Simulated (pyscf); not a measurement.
**Four-centre exchange: `[OH][B]([Cl])[Cl]` + `[SiH4]` → `[OH][SiH3]` + `[Cl][BH][Cl]`**

Gas phase, singlet surface, charge 0. Bonds broken: O1–B2, Si6–H7. Bonds formed: O1–Si6, B2–H7. PySCF, gas phase, ωB97X-D3(BJ)/def2-SVP geometries.

Transition state (Å):

```xyz
10

O     -0.8252    -0.0458     0.8756
B     -1.6053    -0.6755    -0.2055
Cl    -1.0237    -2.2810    -0.7519
Cl    -3.3945    -0.5025     0.0587
H     -1.2962    -0.0249     1.7210
Si    -0.8023     1.5466    -0.3906
H     -1.2957     0.1548    -1.1907
H     -1.2911     2.2255    -1.6353
H      0.6753     1.5159    -0.4422
H     -1.4284     2.3305     0.7067
```

One imaginary mode, 262i cm⁻¹; descent along it reached the two sides named, in the forms told below.

| bond | change | reactant side (Å) | saddle | product side |
|---|---|---|---|---|
| O1–B2 | breaks | 1.345 | 1.474 | 1.623 |
| Si6–H7 | breaks | 1.489 | 1.679 | 2.8 |
| O1–Si6 | forms | 3.3 | 2.035 | 1.745 |
| B2–H7 | forms | 2.9 | 1.325 | 1.213 |

Electronic energies relative to the separated reactants (kcal/mol):

| level | barrier | reaction energy | reverse barrier |
|---|---|---|---|
| ωB97X-D3(BJ)/def2-TZVP | 20.1 | +11.7 | 8.5 |
| PBE/def2-TZVP | 21.6 | +13.0 | 8.6 |
| r²SCAN/def2-TZVP | 21.3 | +12.6 | 8.8 |
| B3LYP-D3(BJ)/def2-TZVP | 23.4 | +11.7 | 11.7 |
| PBE0-D3(BJ)/def2-TZVP | 19.4 | +13.0 | 6.4 |
| M06-2X/def2-TZVP | 20.8 | +10.9 | 9.9 |
| ωB97M-D3(BJ)/def2-TZVP | 22.1 | +12.1 | 10.0 |
| HF/def2-TZVP | 38.5 | +10.5 | 28.0 |

With ωB97M-D3(BJ)/def2-TZVP energies and thermal terms (ideal gas, 1 atm, RRHO with modes under 100 cm⁻¹ raised to 100, one conformer, R ln 2 for chiral ones without a mode under 150 cm⁻¹), in kcal/mol:

| T (K) | ΔH‡ | ΔG‡ | ΔH | ΔG |
|---|---|---|---|---|
| 298 | 23.8 | 34.8 | +12.4 | +10.6 |
| 600 | 23.8 | 46.0 | +12.4 | +8.8 |
| 900 | 24.2 | 57.0 | +12.4 | +7.0 |
| 1200 | 24.7 | 67.9 | +12.4 | +5.3 |

On the product side the descent ends in an adduct with a B–O contact, 10.9 kcal/mol under the separated species and 19.3 kcal/mol under the saddle at ωB97X-D3(BJ)/def2-TZVP. What is counted as broken (B–O) persists as a longer contact in the product adduct; parting that adduct is a step of its own. This is the saddle that the search found; another between the same sides may lie lower.
